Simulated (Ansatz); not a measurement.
A made-up structure of B2SiH5, doublet:

```json
{"atom": "B1", "x (Å)": "0.7649", "y (Å)": "-0.7564", "z (Å)": "1.1143"}
{"atom": "B2", "x (Å)": "-0.1885", "y (Å)": "0.2437", "z (Å)": "-0.3136"}
{"atom": "Si3", "x (Å)": "-0.9713", "y (Å)": "1.0051", "z (Å)": "-1.4453"}
{"atom": "H4", "x (Å)": "-2.1677", "y (Å)": "0.4762", "z (Å)": "-1.9978"}
{"atom": "H5", "x (Å)": "-0.4994", "y (Å)": "2.2471", "z (Å)": "-1.9465"}
{"atom": "H6", "x (Å)": "0.8246", "y (Å)": "-0.1539", "z (Å)": "2.0920"}
{"atom": "H7", "x (Å)": "1.8289", "y (Å)": "-1.0505", "z (Å)": "0.7920"}
{"atom": "H8", "x (Å)": "0.1486", "y (Å)": "-1.7101", "z (Å)": "1.2960"}
```

It is relaxed with PBE-D4/def2-SVP and then PBE0-D4/def2-TZVP (Ansatz 0.2.0). Atoms count as bonded within 1.22 times the sum of their covalent radii (H–H: 0.88 Å). The end point is not checked to be a true minimum.

Question: Does its bonding change? (A judgement: the text doesn't fix the answer.)

Answer: Computed: Yes. Formed: B2–H8; broken: B1–H8.

Where it ends: The first stage lowers the energy by 4.50 eV in 12 steps. It ends as B₂SiH₅ ([BH2][BH][SiH2]):
```xyz
8
angstrom
B 1.0484 -0.3615 1.0595
B -0.2925 -0.5343 0.1448
Si -0.8797 0.7292 -1.1840
H -2.0996 0.5640 -2.0112
H -0.1794 1.9931 -1.5192
H 1.0284 0.1926 2.1251
H 2.1174 -0.7859 0.7131
H -1.0028 -1.4960 0.2630
```

Labels in which every atom is bracketed show which atoms are joined, not bond orders.

For scale, one of the runs: PBE0-D4/def2-TZVP relaxation, 129 basis functions, launched by `ansatz run in.yaml --threads 2 --pin off --events-out ev --progress --plain --max-ram 4352MiB`. Hardware: 2 CPU threads of an Arm Neoverse V2, shared host. Wall time about 51 s.
